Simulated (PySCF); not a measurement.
Job file and geometry (Å, from PBE0-D3(BJ)/def2-TZVP) of an NMR shielding run on `InChI=1S/H2S/h1H2`, GIAO wB97X-D/pcSseg-2 NMR shielding, non-relativistic, gas phase in PySCF; density fitting, a coarse starting grid and PySCF grid level 2 are the driver's defaults:

```
$ OMP_NUM_THREADS=1 python probes_run.py task.json out

{"job": {"kind": "nmr", "xc": "wB97X-D", "basis": "pcSseg-2", "pop": false}, "charge": 0, "multiplicity": 1}
S     -0.037717     0.556986     0.025043
H     -0.977172    -0.400224     0.003214
H      0.956940    -0.342151     0.002369
```

Task: What does the program print?

Result: 
```
coarse grid: 2864 points
cycle   1  E = -399.3928870437  dE = -1.344e-01  |g| = 2.043e-01  |ddm| = 1.065e+00
cycle   2  E = -399.4044589153  dE = -1.157e-02  |g| = 1.314e-01  |ddm| = 3.524e-01
cycle   3  E = -399.4084312167  dE = -3.972e-03  |g| = 1.709e-02  |ddm| = 1.108e-01
cycle   4  E = -399.4084848724  dE = -5.366e-05  |g| = 4.264e-03  |ddm| = 1.376e-02
cycle   5  E = -399.4084931540  dE = -8.282e-06  |g| = 8.288e-04  |ddm| = 6.708e-03
final grid: 22496 points
cycle   6  E = -399.4133187917  dE = -2.466e-05  |g| = 2.742e-03  |ddm| = 1.261e-02
cycle   7  E = -399.4133192883  dE = -4.966e-07  |g| = 1.352e-03  |ddm| = 1.719e-03
cycle   8  E = -399.4133194640  dE = -1.756e-07  |g| = 1.078e-04  |ddm| = 8.619e-04
cycle   9  E = -399.4133194685  dE = -4.586e-09  |g| = 3.622e-05  |ddm| = 1.460e-04
cycle  10  E = -399.4133194690  dE = -4.064e-10  |g| = 4.290e-06  |ddm| = 4.158e-05
converged SCF energy = -399.4133194690

GIAO shielding tensors (ppm)
atom      isotropic    diamagn.    paramagn.     s11        s22        s33       span
  0 S      703.688    1055.833    -352.145    556.223    652.402    902.440    346.217
  1 H       30.554      30.135       0.419     24.099     26.615     40.948     16.849
  2 H       30.562      30.156       0.405     24.106     26.619     40.960     16.854
```

Task: Turn these shieldings into chemical shifts. References, each an isolated molecule treated in the same way: 33S (510.68 ppm) against CS2; 1H (31.63 ppm) against TMS.

Result: Averaging equivalent atoms: S 0: -193; H 1/2: 1.08 ppm. 

Size and cost of the density-fitted run: 71 basis functions, 1.7 s wall time on 1 thread of an Arm Neoverse N1, shared host; peak memory 0.31 GiB.
